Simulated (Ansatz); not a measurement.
A made-up structure of AlSiNH2, singlet:

```xyz
5
angstrom
N 0.4021 -1.8687 2.3146
Si 0.1922 -0.8934 1.1070
Al -0.1359 0.6317 -0.7825
H -1.2753 0.2476 -1.7978
H 0.7080 0.3339 1.6008
```

It is relaxed with PBE-D4/def2-SVP and then PBE0-D4/def2-TZVP (Ansatz 0.2.0). Atoms count as bonded within 1.22 times the sum of their covalent radii (H–H: 0.88 Å). The end point is not checked to be a true minimum.

Problem. Does its bonding change? (Judge from chemistry; the calculation decides.)

Solution. The calculation gives: Yes. Formed: N1–Al3; broken: none.

Where it ends: The first stage lowers the energy by 4.34 eV in 17 steps. It ends as AlSiNH₂ ([N]1[AlH][SiH]1):
```xyz
5
angstrom
N -0.0958 -1.3289 0.8799
Si 0.5536 0.1339 1.3561
Al -0.5725 -0.3654 -0.5349
H -1.2705 -0.2374 -1.9359
H 1.2762 0.2490 2.6769
```

Labels in which every atom is bracketed show which atoms are joined, not bond orders.

For scale, one of the runs: PBE0-D4/def2-TZVP relaxation, 117 basis functions, launched by `ansatz run in.yaml --threads 2 --pin off --events-out ev --progress --plain --max-ram 4352MiB`. Hardware: 2 CPU threads of an Arm Neoverse V2, shared host. Wall time about 10 s.
